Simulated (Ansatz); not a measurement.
Mulliken charges of H$_{5}$N$_{2}$Si (`[NH][SiH2]N`) radical from B3LYP/def2-TZVPP in Ansatz (PBE0-D4/def2-TZVP geometry).

```
atom   x (Å)   y (Å)   z (Å)  charge (e)
  N1  -1.540   0.534   0.422      -0.324
 Si2   0.094   0.384  -0.190       0.477
  N3   0.836  -1.128   0.082      -0.399
  H4  -1.944   1.456   0.237       0.134
  H5   0.040   0.601  -1.663      -0.081
  H6   0.922   1.420   0.489      -0.081
  H7   1.139  -1.386   1.008       0.137
  H8   0.545  -1.938  -0.440       0.137
```

Question: By hand: the dipole of these point charges (1 e Å = 4.8032 D).

Answer: Σ q r = (0.103, 0.036, -0.055) e Å, of length 0.122 e Å = 0.59 D.

Question: How does the dipole of the full density compare? (Estimate.)

Answer: Computed: (0.086, -0.022, -0.026) e Å, 0.44 D; the point charges give 1.34 times that, at 33° from its direction.

Point charges leave out the atoms' own dipoles, such as those of lone pairs, and Mulliken's split depends on the basis, so the two needn't agree.

B3LYP here is the variant with VWN-RPA as its local correlation; programs differ in this.
